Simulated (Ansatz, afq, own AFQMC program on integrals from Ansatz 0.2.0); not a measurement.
Two steps: Ansatz 0.2.0 writes the Fock matrix and Cholesky factors of the valence space, and afq projects on them the lowest state that overlaps trial and start.

```yaml
crystal:
  periodic: [false, false, false]
  atoms:
    - {symbol: Ge, position_ang: [-0.504494, 0.000000, 0.000000]}
    - {symbol: H, position_ang: [-1.015944, 1.446599, 0.000000]}
    - {symbol: H, position_ang: [-1.015944, -0.723300, 1.252792]}
    - {symbol: H, position_ang: [-1.015944, -0.723299, -1.252792]}
    - {symbol: H, position_ang: [1.301506, 0.000000, 0.000000]}
    - {symbol: O, position_ang: [2.400506, 0.000000, 0.000000]}
basis:
  gaussian: {orbitals: cc-pVTZ}
magnetization: {spin_polarized: true, initial_magnetization: 2}
correlation: {method: ccsd_t, electrons: outside_noble_gas, hamiltonian_folder: ham}
```

```sh
$ ansatz run in.yaml --threads 1 --pin off --events-out ev --progress --plain --max-ram 16896MiB --backend cuda --devices 0, --max-vram 18GiB
```

Options of the walk:

```
--method phaseless --trial cisd --walkers 600 --populations 10 --least-time 60 --time-step 0.005 --steps-per-block 50 --equilibration-blocks 28 --max-blocks 4000 --target-error 0.00022 --factor-cut 1e-05 --start spin_pure --seed 2456 --release-times 0.24,0.51,0.99,1.62,2.4 --release-step 0.03 --release-every 3 --taylor-order 6
```

Times are imaginary, in 1/Eh. The walk had a cap of 235 s. With eight or more populations the least sampling time is a fifth of least-time, and the error comes from their spread. Filled inner d shells are frozen with the cores.

Output of the walk:

```
orbitals 114  electrons 8 6  factors 724 of 769
reference energy -2152.49612555 Eh
CCSD correlation -0.36132297 Eh in 11 cycles, weight of the determinant in the CISD state 0.8726
energy of the start -2152.855683 Eh
 block  time / (1/Eh)  mean weight  energy / Eh
     1     0.250  1.0005  -2152.853083
     2     0.500  0.9996  -2152.859018
     3     0.750  1.0005  -2152.860136
     4     1.000  0.9985  -2152.863749
     5     1.250  1.0002  -2152.863858
     7     1.750  1.0001  -2152.867349
     9     2.250  1.0012  -2152.869432
    13     3.250  0.9999  -2152.870537
    19     4.750  1.0003  -2152.866614
    25     6.250  0.9973  -2152.868234
    31     7.750  1.0002  -2152.868021
    37     9.250  0.9997  -2152.868536
    43    10.750  0.9992  -2152.866277
    49    12.250  1.0003  -2152.869468
    55    13.750  1.0014  -2152.866611
    61    15.250  0.9982  -2152.867591
    67    16.750  1.0001  -2152.870105
    73    18.250  1.0001  -2152.866685
    79    19.750  0.9992  -2152.868232
    85    21.250  0.9990  -2152.868422
    91    22.750  1.0003  -2152.870607
    97    24.250  0.9997  -2152.868313
   103    25.750  1.0017  -2152.870548
   109    27.250  0.9996  -2152.870299
   115    28.750  0.9990  -2152.867623
   121    30.250  1.0000  -2152.868292
   127    31.750  0.9996  -2152.867187
   130    32.500  0.9998  -2152.865063
   133    33.250  1.0007  -2152.871815
   136    34.000  1.0007  -2152.869587
error from the spread of 10 populations
released: time / (1/Eh)  energy / Eh  error  mean overlap
  0.24  -2152.868870  0.000211  0.9961
  0.51  -2152.864609  0.004278  0.9981
  0.99  -2152.868822  0.000215  0.9966
  1.62  -2152.868735  0.000229  0.9901
  2.40  -2152.867581  0.000980  1.0082
energy -2152.868510 +/- 0.000214 Eh
(rows thinned)
```

The run passed its tests (sampling time, drift between the halves within three errors, error under three times the target), which doesn't prove that it has relaxed.

Against this walk (error 5.8 meV) on the same determinant: CCSD(T) 25.1 meV higher. The error is statistical and leaves out the bias of the constraint. None of these is a sure reference here. The released energies have errors that jump between times, so the bars are unsure (meV from the phaseless value at times in 1/Eh: -10 ± 6 at 0.24, 106 ± 116 at 0.51, -8 ± 6 at 0.99, -6 ± 6 at 1.62, 25 ± 27 at 2.40), so they give no level.

Cautions: constraint bias not in the error; no relativity below Rb; no spin-orbit coupling; inner d shell frozen; lower spins were not checked.

The walk took 3.6 min on 1 × NVIDIA H100 80GB HBM3 with 2 threads of AMD EPYC 7R13 Processor (Zen 3) (shared host) (the card was shared). The log's last line is the phaseless energy.
